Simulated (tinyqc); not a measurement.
Inside a calculation. Method: UKS/PBE0 in the sto-3g basis, for H2O+, spin multiplicity 2. One step of it, computed by the program tinyqc.

Question. Orthogonalisation. S = U s U^T; symmetric (Loewdin) form X = U s^(-1/2) U^T, so that X^T S X = 1.

overlap S, order 1O 1s, 1O 2s, 1O 2px, 1O 2py, 1O 2pz, 2H 1s, 3H 1s:
$$\begin{pmatrix}
1.000000 & 0.236704 & 0.000000 & 0.000000 & 0.000000 & 0.020096 & 0.017712 \\
0.236704 & 1.000000 & 0.000000 & 0.000000 & 0.000000 & 0.245729 & 0.222740 \\
0.000000 & 0.000000 & 1.000000 & 0.000000 & 0.000000 & 0.000000 & 0.000000 \\
0.000000 & 0.000000 & 0.000000 & 1.000000 & 0.000000 & 0.194003 & -0.178370 \\
0.000000 & 0.000000 & 0.000000 & 0.000000 & 1.000000 & 0.135802 & 0.124980 \\
0.020096 & 0.245729 & 0.000000 & 0.194003 & 0.135802 & 1.000000 & 0.070587 \\
0.017712 & 0.222740 & 0.000000 & -0.178370 & 0.124980 & 0.070587 & 1.000000
\end{pmatrix}$$

Give: eigenvalues of S; X.

Answer.

eigenvalues of S: [0.5985, 0.7007, 0.8973, 1.0000, 1.0975, 1.2297, 1.4763]

X, order 1O 1s, 1O 2s, 1O 2px, 1O 2py, 1O 2pz, 2H 1s, 3H 1s:
$$\begin{pmatrix}
1.0227 & -0.1282 & 0.0000 & -0.0004 & -0.0030 & 0.0132 & 0.0120 \\
-0.1282 & 1.0676 & 0.0000 & 0.0036 & 0.0248 & -0.1320 & -0.1173 \\
0.0000 & 0.0000 & 1.0000 & 0.0000 & 0.0000 & 0.0000 & 0.0000 \\
-0.0004 & 0.0036 & 0.0000 & 1.0293 & 0.0018 & -0.1080 & 0.0985 \\
-0.0030 & 0.0248 & 0.0000 & 0.0018 & 1.0134 & -0.0714 & -0.0644 \\
0.0132 & -0.1320 & 0.0000 & -0.1080 & -0.0714 & 1.0490 & -0.0239 \\
0.0120 & -0.1173 & 0.0000 & 0.0985 & -0.0644 & -0.0239 & 1.0403
\end{pmatrix}$$
